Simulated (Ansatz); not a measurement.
2H MoTe2 was calculated with r²SCAN-D4 (PAW; Ansatz, an electronic-structure program).

Run with plane-wave cutoff 560 eV, 12×12×4 k mesh (along the axes of the cell as run), Fermi–Dirac smearing 0.01 eV, no spin polarisation, scalar-relativistic PAW data made under PBE.

A third-order Birch–Murnaghan fit to the energies gives V0 = 25.876 Å³/atom, B0 = 29.8 GPa, B′ = 12.4.

| V (Å³/atom) | P (GPa) |
|---|---|
| 24.835 | (withheld) |
| 25.353 | 0.697 |
| 25.870 | 0.005 |
| 26.387 | (withheld) |
| 26.905 | (withheld) |

**Question.** Estimate the withheld pressures from this fit; the answers are the runs' own values.

**Answer.** 
- 24.835, P (GPa): 1.554
- 26.387, P (GPa): -0.518
- 26.905, P (GPa): -0.897

The formula P = (3/2) B0 (x^(7/3) − x^(5/3)) [1 + (3/4)(B′ − 4)(x^(2/3) − 1)] with x = V0/V meets the computed pressures within 0.01 GPa when these rounded values are put in.

Shape and atoms are relaxed at each volume.

Note: the bulk modulus comes from volumes at which shape and atoms were relaxed.

Spin–orbit coupling is not included.

The computed numbers hold no vibrational or temperature effects.

Cost on a shared machine: very roughly 30 core-minutes.
